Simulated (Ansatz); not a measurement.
Two structures of BNH$_{3}$F, singlet, reached by relaxing down either side of one saddle point (PBE0-D4/def2-TZVP). Energies are electronic, without zero-point energy. Ansatz 0.2.0; basis: def2-TZVPP and def2-QZVPP; cores frozen in the correlated methods. Extrapolation: Hartree–Fock as exp(−7.88 √X), correlation as X^−2.97. First:

B1  (0.505, 0.283, 0.321)
H2  (1.655, 0.021, 0.119)
N3  (-0.521, -0.339, -0.379)
H4  (-0.348, -1.034, -1.083)
F5  (0.202, 1.201, 1.245)
H6  (-1.493, -0.132, -0.224)
(Å)

Second:

```tsv
atom	x (Å)	y (Å)	z (Å)
B1	-0.5449	0.6380	0.6260
H2	2.1988	-0.6719	-0.5647
N3	-1.4129	0.0533	-0.0273
H4	1.5178	-0.8651	-0.8035
F5	0.3664	1.2495	1.3096
H6	-2.1252	-0.4036	-0.5402
```

Task: Which bonds change from the first to the second?

Result: BNH₃F ([NH2][BH][F]) → BNHF ([NH][B][F]) + H₂; bonds formed: H2–H4; bonds broken: B1–H2, N3–H4.

Task: Give the saddle point's structure and its height above each. (An estimate is asked for; the value comes from the calculation.)

Result: The calculation gives: 82.02 kcal/mol above the first and 30.13 kcal/mol above the second (CCSD(T) at an estimated basis limit (MP2 extrapolated from triple and quadruple zeta, plus CCSD(T) − MP2 in triple zeta)).
```csv
atom,x (Å),y (Å),z (Å)
B1,0.1500,0.2953,0.3117
H2,1.3552,-0.2805,-0.2085
N3,-0.8121,-0.3085,-0.3648
H4,0.5901,-0.6371,-0.6189
F5,0.5327,1.1637,1.2261
H6,-1.8159,-0.2329,-0.3457
```

The T1 diagnostic stays at or below 0.015.

Labels in which every atom is bracketed show which atoms are joined, not bond orders.

For scale, one of the runs: CCSD(T)/def2-TZVPP, 135 basis functions, launched by `ansatz run in.yaml --threads 2 --pin off --events-out ev --progress --plain --max-ram 4352MiB`. Time: 8.5 s of wall clock on 2 CPU threads of an Arm Neoverse V2; the host was shared. Peak host memory: 0.75 GiB.
